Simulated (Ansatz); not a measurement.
[H···H···NH], triplet along the distance H1-H2

Starting geometry:

```yaml
atoms:
  - { symbol: H, position_ang: [-1.8409, 0.0594, 0.0000] }
  - { symbol: H, position_ang: [-1.0959, 0.0594, 0.0000] }
  - { symbol: N, position_ang: [0.1791, 0.0594, 0.0000] }
  - { symbol: H, position_ang: [0.4482, -0.9448, 0.0000] }
```

From there H2 is moved from one fragment to the other while all else, the fragments' distance too, stays fixed; atoms are numbered as listed. Energies are in kJ/mol, counted from the starting geometry at the same level. Kohn–Sham curves are unrestricted where that lies lower.

Basis cc-pVTZ; Ansatz 0.2.0. Correlated methods freeze the noble-gas cores. R marks a restricted (for open shells ROHF) determinant, U an unrestricted one.

Full CI isn't at hand for all of this; UCCSDT(Q) serves as the reference, and is uncertain by about the last step of the cluster series.

```tsv
distance H1-H2 (Å)	UCCSDT(Q)	SPW92	PBE	r2SCAN	PBE0	B3LYP	wB97M-V	B2PLYP	RPA-PBE
0.745	0.0	0.0	0.0	0.0	0.0	0.0	0.0	0.0	0.0
0.779	-1.4	-7.1	-4.9	-4.1	-3.6	-3.0	-2.0	-2.4	-2.2
0.846	-1.5	-14.7	-9.4	-8.1	-6.6	-4.9	-2.7	-4.1	-3.1
0.913	-0.5	-15.8	-9.0	-8.4	-6.5	-3.4	-1.0	-3.8	-1.4
0.980	3.0	-9.2	-2.2	-3.6	-1.9	2.6	4.3	0.0	4.3
```

(1) Judged by the spread of the error over the points with a reference (largest less smallest), which of these follows UCCSDT(Q) best and which worst?

Results:

(1) Subtracting the UCCSDT(Q) column from each: best wB97M-V (errors from -1.2 to 1.3, spread 2.5 kJ/mol), worst SPW92 (from -15.3 to 0.0, spread 15.3 kJ/mol). Functionals and wave-function methods converge differently with the basis, so part of this is basis effect.
